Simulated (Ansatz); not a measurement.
Born–Oppenheimer molecular dynamics of H5NOSi (8 atoms, charge 0, multiplicity 1). It starts at the highest image of a converged band, a first-order saddle point between two minima.

The calculation used RKS BHLYP/def2-SVP (Ansatz 0.2.0).

| Item | Value |
| --- | --- |
| ensemble | NVE (velocity Verlet) |
| time step | 0.5 fs |
| steps asked | 200 |
| starting velocities drawn for | 100 K |
| seed | 2480 |

First frame:

```xyz
8
Properties=species:S:1:pos:R:3
Si -0.750 0.115 0.534
N 0.846 -0.195 -0.416
O -1.256 0.781 -0.812
H 0.033 0.367 -1.117
H -0.402 0.932 1.717
H -1.254 -1.201 0.983
H 1.680 0.334 -0.196
H 1.104 -1.135 -0.694
```

Task: How far do the bonds stretch over the last three quarters of this one trajectory? (Pairs bonded in most of those frames.)

Result: 
```csv
bond,mean (Å),spread (Å),shortest,longest
Si1–N2,2.140,0.062,2.00,2.22
Si1–O3,1.533,0.017,1.50,1.56
Si1–H5,1.488,0.015,1.46,1.51
Si1–H6,1.488,0.004,1.48,1.50
N2–H4,1.016,0.012,1.00,1.04
N2–H7,1.015,0.004,1.01,1.02
N2–H8,1.016,0.007,1.00,1.03
```

Mean temperature of the second half: 226 K. The conserved energy stayed within 0.033 meV per atom of its start (net change 0.0031 meV per atom), so the integration is sound. The system heated up, since it started high on the potential surface and ran downhill. A run of 0.1 ps of so small a system gives no equilibrium averages. The orbitals stay closed-shell, which can raise the energy where a bond breaks towards radicals; this wasn't checked here.

The run took 6.8 min on 1 thread of Arm Neoverse V1 (shared host), peak memory 0.12 GiB.
